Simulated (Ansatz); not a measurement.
**H2SO (triplet): wB97M-V, B2PLYP, RPA-PBE over a scan of the distance O1–H3 along a hydrogen transfer, cc-pVTZ**

One table from this session's results is given with a row withheld; the runs are named, their logs left out.

Computed with Ansatz 0.2.0, Gaussian basis. Level: cc-pVTZ, all electrons in the functionals, frozen cores in the correlation of double hybrids and RPA.

To be run: wB97M-V, B2PLYP, RPA-PBE, at 0.960 Å; 1.048 Å; 1.224 Å; 1.400 Å; 1.576 Å.

### The geometry

The geometry derives from fragments relaxed apart (PBE0/def2-TZVP) and kept rigid, so it is no stationary point. A hydrogen atom is moved between rigid fragments.

4 atoms, charge 0, spin multiplicity 3.

Atoms are counted from 1 here; the program's logs count them from 0.

Bond lengths: O1–H2 0.960 Å, O1–H3 0.960 Å. Angles: H2–O1–H3 105.1°.

No dispersion term is added; wB97M-V holds VV10 nonlocal correlation.

The geometry shown and the zero of energy belong to the point 0.960 Å. The yardstick, UCCSDT(Q), and other wave-function levels (R restricted, U unrestricted, valence and pair active spaces) come from earlier runs.

The first run:

File in.yaml:

```yaml
crystal:
  periodic: [false, false, false]
  atoms:
    - {symbol: O, position_ang: [-0.916555, -0.231644, 0.000000]}
    - {symbol: H, position_ang: [-1.165864, 0.694932, 0.000000]}
    - {symbol: H, position_ang: [0.042974, -0.231644, 0.000000]}
    - {symbol: S, position_ang: [2.039445, -0.231644, 0.000000]}
basis:
  gaussian: {orbitals: cc-pVTZ}
magnetization: {spin_polarized: true, initial_magnetization: 2}
hamiltonian: {xc: {name: wB97M-V}}
output: {orbitals: {seedname: orbitals}}
```

Command:

```console
> ansatz run in.yaml --threads 2 --pin off --events-out ev --progress --plain --max-ram 16896MiB --backend cuda --devices 0, --max-vram 18GiB
```

Steps of the session up to this table: wB97M-V, 0.960 Å; wB97M-V, 1.048 Å; wB97M-V, 1.224 Å; wB97M-V, 1.400 Å; wB97M-V, 1.576 Å; B2PLYP, 0.960 Å; B2PLYP, 1.048 Å; B2PLYP, 1.224 Å; B2PLYP, 1.400 Å; B2PLYP, 1.576 Å; RPA-PBE, 0.960 Å; RPA-PBE, 1.048 Å; RPA-PBE, 1.224 Å; RPA-PBE, 1.400 Å; RPA-PBE, 1.576 Å.

One table of the session follows, with a row left open; its other results are not shown here.

| level | 1.048 Å | 1.224 Å | 1.400 Å | 1.576 Å |
| --- | --- | --- | --- | --- |
| UCCSDT(Q) | 4.4 | 23.9 | 35.5 | 35.3 |
| wB97M-V | ? | ? | ? | ? |
| B2PLYP | 4.0 | 21.7 | 32.4 | 32.6 |
| RPA-PBE | 3.4 | 16.9 | 24.1 | 26.9 |

Q: Estimate the row for wB97M-V from the others.

As computed: 1.048 Å: 4.2; 1.224 Å: 21.8; 1.400 Å: 31.7; 1.576 Å: 31.4. In the column «1.048 Å» it lies between B2PLYP (4.0) and UCCSDT(Q) (4.4).

Caveats from the session: Energies in kcal/mol, counted from 0.960 Å; blanks weren't run or aren't comparable.
